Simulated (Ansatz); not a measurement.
## BH$_{4}$, quartet in cc-pVDZ: errors against UCCSDT(Q)

Geometry: that of the BH4, doublet, kept fixed. The doublet lies 8.4 eV lower here.

```yaml
atoms:
  - { symbol: B, position_ang: [0.0000, 0.0000, 0.0000] }
  - { symbol: H, position_ang: [0.4147, 0.8125, 0.8107] }
  - { symbol: H, position_ang: [-0.4243, -0.8077, 0.8105] }
  - { symbol: H, position_ang: [-0.4128, 0.8086, -0.8154] }
  - { symbol: H, position_ang: [0.4225, -0.8134, -0.8057] }
```

Basis cc-pVDZ; Ansatz 0.2.0. Only valence electrons are correlated (noble-gas cores frozen), which leaves 7 electrons in 33 orbitals. R marks a restricted (for open shells ROHF) determinant, U an unrestricted one. Active spaces: valence = (7e, 8o) chosen from the atoms' valence shells.

Full CI isn't at hand for all of this; UCCSDT(Q) serves as the reference, and is uncertain by about the last step of the cluster series. The frozen core follows each run's orbitals, which can shift R against U totals by a few meV.

For open shells CISD is restricted-active-space CI with the open shells as a complete middle space.

```
UHF ⟨S²⟩                          : 3.755
T1 diagnostic (RCCSD)             : 0.0277
largest doubles amplitude (RCCSD) : 0.050
T1 diagnostic (UCCSD)             : 0.0229
```

| level | E − E(UCCSDT(Q)) (kJ/mol) | share of correlation (%) | wall time |
| --- | --- | --- | --- |
| RHF | 330.3 | 0.00 | – |
| UHF | 323.8 | 1.97 | – |
| RMP2 | 76.3 | 76.89 | – |
| UMP2 | 76.1 | 76.95 | – |
| CISD | 17.3 | 94.77 | 2.4 s |
| RCCSD | 9.8 | 97.02 | – |
| UCCSD | 9.7 | 97.06 | – |
| RCCSD(T) | 2.3 | 99.30 | 2 s |
| UCCSD(T) | 2.3 | 99.32 | 1 s |
| BCCD(T) | 2.2 | 99.33 | 1.5 s |
| RCCSDT | 0.3 | 99.90 | – |
| UCCSDT | 0.3 | 99.92 | – |
| RCCSDT(Q) | 0.1 | 99.98 | 6.5 s |
| CASSCF (valence space) | 221.6 | 32.93 | – |
| NEVPT2 (valence space) | 57.1 | 82.73 | 2.3 s |
| NEVPT4(SD) (valence space) | 8.5 | 97.42 | 3.1 s |
| MRCISD (valence space) | 11.2 | 96.61 | – |
| MRCISD+Q (valence space) | 2.4 | 99.27 | 3.4 s |

The correlation energy at UCCSDT(Q), counted from RHF, is -3.424 eV. That run took 6.5 s on 1 thread of Intel Xeon Platinum 8259CL, shared host.

Times hold each run's SCF and search for its determinant on a shared host, so for small cases they say little of a method's own cost; they ran on 1 thread of Intel Xeon Platinum 8259CL.

Natural occupations of CASSCF (valence space) about the gap: 1.974 1.973 1.006 1.002 0.992 0.023 0.020 0.009; effectively unpaired electrons, Σ n²(2−n)², 3.01.
